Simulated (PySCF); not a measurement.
**Static response to an electric field**

C5H8S.
Numbering: `[CH2:1]=[CH:2]/[CH:3]=[CH:4]\[S:5][CH3:6]` (hydrogens: H7, H8 on C1; H9 on C2; H10 on C3; H11 on C4; H12, H13, H14 on C6)

Structure used (PBE0-D3(BJ)/def2-SVP), in Å, numbered top down from 1:
```
atom  x, y, z in Å
C1     2.604    1.810   -0.331
C2     1.386    1.248   -0.352
C3     1.092   -0.091    0.117
C4    -0.122   -0.678    0.102
S5    -1.592    0.060   -0.489
C6    -2.766   -1.279   -0.202
H7     2.772    2.825   -0.697
H8     3.473    1.268    0.057
H9     0.543    1.827   -0.749
H10    1.927   -0.675    0.517
H11   -0.237   -1.698    0.482
H12   -2.836   -1.527    0.866
H13   -2.501   -2.174   -0.783
H14   -3.744   -0.914   -0.544
```

Level: CAM-B3LYP/def2-SVPD (PySCF), static field, nuclei fixed, core orbitals frozen in the response. The polarisability tensor in these axes (au):

```
x   134.49  32.00   2.99
y    32.00  87.09  -5.23
z     2.99  -5.23  60.10
```

**Question.** Give the principal values, the mean and the anisotropy Δα = √{½[(α1 − α2)² + (α2 − α3)² + (α1 − α3)²]}.

**Answer.** Principal values 57.43, 73.63 and 150.61 au; mean 93.89 au = 13.91 Å³ = 15.48 × 10⁻⁴⁰ C²·m²/J; Δα = 86.23 au (92 % of the mean).

**Question.** What is the dipole moment, and where does it point?

**Answer.** (-0.76, -1.51, 0.44) D, 1.75 D in size, pointing from the negative to the positive side. Measured along this direction, the outermost atoms are H7 at the negative end and H12 and H13 at the positive end.

**Question.** What are the principal values of the traceless quadrupole moment, Θ = ½Σq(3rr − r²1), about the centre of nuclear charge?

**Answer.** -8.79, 0.06, 8.73 D·Å. The values depend on the origin, since the dipole doesn't vanish. The electronic extent ⟨r²⟩ about the same centre is 1047 bohr², a root-mean-square distance of 2.33 Å for the 54 electrons.

**Question.** Give the principal axes and the span of the nuclei along them.

**Answer.** Largest value along (0.89, 0.45, 0.00), where the nuclei span 7.50 Å; middle along (-0.41, 0.82, -0.41), 3.13 Å; least along (-0.19, 0.36, 0.91), 1.80 Å. The response follows the extents in order.

**Question.** What molar refraction does this α imply?

**Answer.** Lorentz–Lorenz: R = (4π/3)N_A α = 2.5225 cm³/(mol·Å³) × 13.91 Å³ = 35.1 cm³/mol, in the limit of long wavelengths.

**Question.** What would n − 1 = 2πNα be for an ideal gas of these molecules at 350 K and 1 atm, electronic part alone?

**Answer.** N = p/kT = 2.0968 × 10¹⁹ cm⁻³, so n − 1 = 2π × N × 13.91 × 10⁻²⁴ cm³ = 1833 × 10⁻⁶ at long wavelengths, for an ideal gas.

**Question.** Form Σ f/ω² (atomic units) for the 10 lowest TDDFT singlets, given as eV and f, and set it beside the mean polarisability, which is this sum over all singlets: 4.67, 0.4932; 5.29, 0.0008; 5.68, 0.0024; 5.97, 0.0239; 6.43, 0.0001; 6.63, 0.3434; 6.64, 0.0136; 6.77, 0.0063; 6.93, 0.0317; 6.97, 0.0000.

**Answer.** They add up to 23.94 au, 25.5 % of the 93.89 au; the largest single term is 16.76 au, from the state at 4.67 eV. Terms in order: 16.76, 0.02, 0.06, 0.50, 0.00, 5.79, 0.23, 0.10, 0.49, 0.00 au. Higher excitations give the rest. The strengths listed sum to 0.915.

Isolated species at its PBE0-D3(BJ)/def2-SVP geometry (one conformer only).

The run behind these numbers computed excited states and ΔSCF ions as well. The run took 39 s on one thread of an x86-64 server, on a shared host.
